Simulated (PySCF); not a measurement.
BeH, charge +1.

```xyz
2

Be     0.0000     0.0000    -0.2647
H      0.0000     0.0000     1.0589
```
Charge +1, spin multiplicity 1.

Geometry optimised at PBE0-D3(BJ)/def2-TZVPD. The multiplicity is an assumed one; other spin states were not compared.

These are PySCF with PBE/pcSseg-2 values and carry that method's errors. Non-relativistic, no solvent.

Problem. Give the absolute GIAO shielding of each atom: isotropic value and principal components (ppm). (An estimate is asked for; the answer gives what the named calculation found.)

Solution. 
```
atom  σ(iso)    σ11    σ22    σ33  span
----  ------  -----  -----  -----  ----
Be1    115.6  102.0  102.0  142.7  40.7
H2      24.5   23.0   23.0   27.4   4.4
```
